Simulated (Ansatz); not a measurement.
# CHBS (triplet): the correlation ladder at distance C2–H4 = 1.338 Å, cc-pVDZ

Aim: climb from Hartree-Fock through coupled cluster and multireference methods for CHBS (triplet) at one geometry and basis, and see what each rung misses.

Program: Ansatz 0.2.0, Gaussian basis. Level of theory: cc-pVDZ, correlated electrons: outside noble gas. These are calculated values, not measurements.

The runs, in order: UHF; CCSD(T) on ROHF; CCSD(T) on UHF; BCCD(T) on ROHF; CISD; CCSDT(Q) on ROHF; CCSDT(Q) on UHF; CASSCF and MRCISD+Q, 4 electrons in 4 orbitals; CASSCF and NEVPT2, 4 electrons in 4 orbitals.

### 1 What is computed

The geometry derives from a PBE0/def2-TZVP stationary point (not a proven minimum). One bond is set to the value named and the two fragments are kept rigid.

4 atoms, charge 0, spin multiplicity 3.

Atoms are counted from 1 here; the program's logs count them from 0.

Bond lengths: B1–C2 1.415 Å, B1–S3 1.834 Å, C2–S3 1.766 Å, C2–H4 1.338 Å. Angles: C2–B1–S3 64.4°, B1–C2–S3 69.4°, B1–C2–H4 162.5°, S3–C2–H4 128.1°, B1–S3–C2 46.2°.

Geometry (Å):

```csv
atom,x (Å),y (Å),z (Å)
B1,0.0000,-0.9450,0.8035
C2,0.0000,0.4522,1.0247
S3,0.0000,0.0974,-0.7057
H4,0.0000,1.6494,1.6222
```

In the tables R marks a restricted open-shell determinant and U an unrestricted one; 'pair' is the active space of 4 electrons in 4 orbitals; correlation energies count from the lowest restricted Hartree-Fock solution.

### 2 UHF

Contents of in.yaml:

```yaml
crystal:
  periodic: [false, false, false]
  atoms:
    - {symbol: B, position_ang: [0.000000, -0.945032, 0.803452]}
    - {symbol: C, position_ang: [0.000000, 0.452203, 1.024698]}
    - {symbol: S, position_ang: [0.000000, 0.097396, -0.705709]}
    - {symbol: H, position_ang: [0.000000, 1.649381, 1.622200]}
basis:
  gaussian: {orbitals: cc-pVDZ}
magnetization: {spin_polarized: true, initial_magnetization: 2}
hamiltonian: {xc: hf}
output: {orbitals: {seedname: orbitals}}
```

Command:

```sh
> ansatz run in.yaml --threads 1 --pin off --events-out ev --progress --plain --max-ram 2393MiB
```

Further steps of the session: CCSD(T) on ROHF; CCSD(T) on UHF; BCCD(T) on ROHF; CISD; CCSDT(Q) on ROHF; CCSDT(Q) on UHF; CASSCF and MRCISD+Q, 4 electrons in 4 orbitals; CASSCF and NEVPT2, 4 electrons in 4 orbitals.

Before running them: what should the planned runs give, taken together? Wanted: correlation energy, UCCSDT(Q); RMP2 from UCCSDT(Q); UMP2 from UCCSDT(Q); RCCSD from UCCSDT(Q); RCCSD(T) from UCCSDT(Q); UCCSD(T) from UCCSDT(Q); RCCSDT(Q) from UCCSDT(Q); NEVPT2 pair from UCCSDT(Q); MRCISD+Q pair from UCCSDT(Q).

As calculated:

```
                                      quantity                      value
                 correlation energy, UCCSDT(Q)                 -9.8656 eV
                           RMP2 from UCCSDT(Q)                +1141.9 meV
                           UMP2 from UCCSDT(Q)                +1251.2 meV
                          RCCSD from UCCSDT(Q)                 +503.1 meV
                       RCCSD(T) from UCCSDT(Q)                  +64.7 meV
                       UCCSD(T) from UCCSDT(Q)                  +68.0 meV
                      RCCSDT(Q) from UCCSDT(Q)                   +2.8 meV
                    NEVPT2 pair from UCCSDT(Q)                +1172.8 meV
                  MRCISD+Q pair from UCCSDT(Q)                 +319.6 meV
levels of the table within 1 kcal/mol (43 meV)  RCCSDT, UCCSDT, RCCSDT(Q)
                                 T1 diagnostic                      0.027
```

RCCSD(T) misses by +64.7 meV, 0.7 % of the correlation energy. Of the multireference levels listed MRCISD+Q pair comes nearest in total energy (+319.6 meV), which doesn't show that its space is the better one. These misses are within one basis, not against nature; the frozen cores of restricted and unrestricted runs differ, which can shift their rows.
